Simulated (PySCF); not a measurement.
# HNO2 (nitrous acid): CCSDT(Q)/STO-3G

What is the energy change on altering one bond length of HNO2 (nitrous acid) at CCSDT(Q)/STO-3G? The job is set up through a Python script.

The calculation is run with PySCF 2.14.0.

11 further runs of the same task are left out: 11 set aside as unsound or not needed.

## Step 1: The molecule

HNO2 has 4 atoms, charge 0, and is taken as a singlet. As SMILES, `O=NO`. The shape is that of a GFN2-xTB optimisation.

Bond lengths: O1–N2 1.181 Å, N2–O3 1.392 Å, O3–H4 0.968 Å. Angles: O1–N2–O3 113.7°, N2–O3–H4 106.9°.

## Step 2: A single-point energy at CCSDT(Q)/STO-3G

File input.py:

```python
from pyscf import gto, scf, cc

system = gto.M(
    atom=[
    ('O', (0.424700, 0.045690, 1.471310)),
    ('N', (0.319310, -0.411420, 0.387280)),
    ('O', (-0.357270, 0.415910, -0.505360)),
    ('H', (-0.386730, -0.050180, -1.353230)),
],
    max_memory=1860,
    spin=0,
    basis='sto-3g',
    verbose=3,
)

mf = scf.RHF(system)
mf.conv_tol = 1e-10
mf.kernel()
if not mf.converged:
    mf = mf.newton().run(mf.mo_coeff, mf.mo_occ)

mycc = cc.CCSDT(mf, frozen=3)
mycc.kernel()
e_bracket, e_q = mycc.ccsdt_q()
etot = mycc.e_tot + e_q
print(f'total energy: {etot:.8f} hartree')
```

The run is started by

```console
$ OMP_NUM_THREADS=1 python input.py
```

The log of the run:

```text
converged SCF energy = -201.906896579844
_make_eris_incore_RCCSDT

WARN: A large `blksize` is being used, which may cause large memory consumption
      for storing contraction intermediates. If memory is sufficient, consider using
      `pyscf.cc.rccsdt_highm.RCCSDT` instead.

RCCSDT converged
E(RCCSDT) = -202.1035188408824   E_corr = -0.1966222610382773
E_corr(same-spin) = -0.0314173327567897
E_corr(oppo-spin) = -0.165204928281488
_make_eris_incore_RCCSDT
total energy: -202.10421965 hartree
```

Wall time 3.3 s (1 thread of Arm Neoverse V1, shared host); peak memory 0.11 GiB.

## Step 3: The distorted shape, same level

File run.py:

```python
from pyscf import gto, scf, cc

system = gto.Mole()
system.atom = 'O 0.439431 0.278747 1.895267; N 0.334041 -0.178363 0.811237; O -0.342539 0.648967 -0.081403; H -0.386730 -0.050180 -1.353230'
system.verbose = 3
system.basis = 'sto-3g'
system.max_memory = 1860
system.spin = 0
system.build()

calc0 = scf.RHF(system)
calc0.conv_tol = 1e-10
calc0.kernel()
if not calc0.converged:
    calc0 = calc0.newton().run(calc0.mo_coeff, calc0.mo_occ)

mycc = cc.CCSDT(calc0, frozen=3)
mycc.kernel()
e_bracket, e_q = mycc.ccsdt_q()
e_tot = mycc.e_tot + e_q
print('E = %.10f Eh' % e_tot)
```

The run is started by

```console
$ OMP_NUM_THREADS=1 python run.py
```

The log of the run:

```text
converged SCF energy = -201.7920133017
_make_eris_incore_RCCSDT

WARN: A large `blksize` is being used, which may cause large memory consumption
      for storing contraction intermediates. If memory is sufficient, consider using
      `pyscf.cc.rccsdt_highm.RCCSDT` instead.

RCCSDT converged
E(RCCSDT) = -202.0398641280553   E_corr = -0.2478508263551514
E_corr(same-spin) = -0.033090338272726
E_corr(oppo-spin) = -0.214760488082425
_make_eris_incore_RCCSDT
E = -202.0408803503 Eh
```

It took 3.6 s on 1 thread of Arm Neoverse V1, shared host; peak memory 0.11 GiB.

## Step 4: Summary of results

At CCSDT(Q)/STO-3G, 3 core orbitals frozen:

| quantity | value |
| --- | --- |
| first shape: total energy | -202.10422 Eh |
| first shape: dipole moment (Hartree–Fock density) | 1.72 D |
| first shape: HOMO energy (Hartree–Fock orbitals) | -8.98 eV |
| first shape: LUMO energy (Hartree–Fock orbitals) | 6.34 eV |
| first shape: HOMO–LUMO gap (Hartree–Fock orbitals) | 15.31 eV |
| first shape: correlation energy (3 core orbitals frozen) | -197.3 mEh |
| first shape: T1 diagnostic | 0.022 |
| distorted shape: total energy | -202.04088 Eh |
| distorted shape: dipole moment (Hartree–Fock density) | 1.73 D |
| distorted shape: HOMO energy (Hartree–Fock orbitals) | -8.76 eV |
| distorted shape: LUMO energy (Hartree–Fock orbitals) | 6.42 eV |
| distorted shape: HOMO–LUMO gap (Hartree–Fock orbitals) | 15.18 eV |
| distorted shape: correlation energy (3 core orbitals frozen) | -248.9 mEh |
| distorted shape: T1 diagnostic | 0.026 |
| energy change with the O3–H4 bond stretched from 0.968 to 1.452 Å | 1.724 eV |

With the O3–H4 bond stretched from 0.968 to 1.452 Å the energy rises by 1.72 eV (166 kJ/mol). The first shape isn't relaxed at this level, so the change isn't measured from a minimum. The minimal basis adds a large error of its own. The T1 diagnostic (first shape) of 0.022 is above the customary mark for such species, so a single reference may not serve. Mulliken charges (first shape) of the mean-field density run from -0.24 on O3 to +0.23 on H4. The T1 diagnostic (distorted shape) of 0.026 is above the customary mark for such species, so a single reference may not serve. Mulliken charges (distorted shape) of the mean-field density run from -0.13 on O3 to +0.14 on H4; they depend strongly on the basis.
